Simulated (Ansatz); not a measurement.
**Worked example: SF⁺, quintet against SF⁺, triplet**

Geometry (PBE0/def2-TZVP stationary point of a triplet), kept for both states (SF⁺, triplet: Σ⁻; SF⁺, quintet: Σ⁻):

```xyz
2

F     0.0000    0.0000    0.0000
S     0.0000    0.0000    1.5040
```

Basis cc-pVDZ; Ansatz 0.2.0. Only valence electrons are correlated (noble-gas cores frozen). R marks a restricted (for open shells ROHF) determinant, U an unrestricted one.

Full CI isn't at hand for all of this; UCCSDT(Q) serves as the reference, and is uncertain by about the last step of the cluster series.

```json
{"level": "UHF", "E(SF⁺, triplet) (hartree)": "-496.563806", "E(SF⁺, quintet) (hartree)": "-496.256193"}
{"level": "UMP2", "E(SF⁺, triplet) (hartree)": "-496.841890", "E(SF⁺, quintet) (hartree)": "-496.500661"}
{"level": "UCCSD(T)", "E(SF⁺, triplet) (hartree)": "-496.866260", "E(SF⁺, quintet) (hartree)": "-496.525224"}
{"level": "PBE", "E(SF⁺, triplet) (hartree)": "-497.324352", "E(SF⁺, quintet) (hartree)": "-496.981855"}
{"level": "B3LYP", "E(SF⁺, triplet) (hartree)": "-497.597184", "E(SF⁺, quintet) (hartree)": "-497.247132"}
{"level": "UCCSDT(Q)", "E(SF⁺, triplet) (hartree)": "-496.867765", "E(SF⁺, quintet) (hartree)": "-496.526593"}
```

Task: Give the vertical gap, SF⁺ quintet less SF⁺ triplet, at each level in eV (1 hartree = 27.2114 eV), and each error against UCCSDT(Q).

Result: UCCSDT(Q): (-496.526593 − (-496.867765)) × 27.2114 = 9.284 eV (the reference)
B3LYP: (-497.247132 − (-497.597184)) × 27.2114 = 9.525 eV, error 0.241 eV
PBE: (-496.981855 − (-497.324352)) × 27.2114 = 9.320 eV, error 0.036 eV
UCCSD(T): (-496.525224 − (-496.866260)) × 27.2114 = 9.280 eV, error -0.004 eV
UMP2: (-496.500661 − (-496.841890)) × 27.2114 = 9.285 eV, error 0.001 eV
UHF: (-496.256193 − (-496.563806)) × 27.2114 = 8.371 eV, error -0.913 eV

Total energies of functionals can't be set beside those of wave-function methods, since they hold the core's correlation and their own absolute errors; only the differences compare.

In so small a basis the reference is far from its limit while semilocal and hybrid functionals are nearer theirs, so the functionals' errors here hold much of the reference's basis and frozen-core error, which can add to them or hide them.

Each level lands on the state that its own search finds. T1 diagnostics of restricted CCSD: 0.027 and 0.026.
